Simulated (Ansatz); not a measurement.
Method: Ansatz 0.2.0, DFT, PBE, plane waves (420 eV) with PAW, scalar-relativistic.

An element in the hcp structure gives this curve. The cell is scaled uniformly from the relaxed one, with fractional coordinates and shape fixed. Energies are extrapolated to zero smearing, pressures are those at the given smearing. Magnetic state: spin not included.

```
V (Å³/atom)  E − E₀ (meV/atom)  P (GPa)
     27.712               47.6     4.73
     28.972               18.9     2.73
     30.231                4.1     1.19
     31.491                0.0    -0.01
     32.751                4.3    -0.94
     34.010               14.9    -1.65
     35.270               30.6    -2.20
```

Which element is it?
A. thallium
B. lutetium
C. thulium
D. yttrium

A. Its fit is V₀ = 31.43 Å³/atom, B₀ = 27 GPa, B₀′ = 5.4.
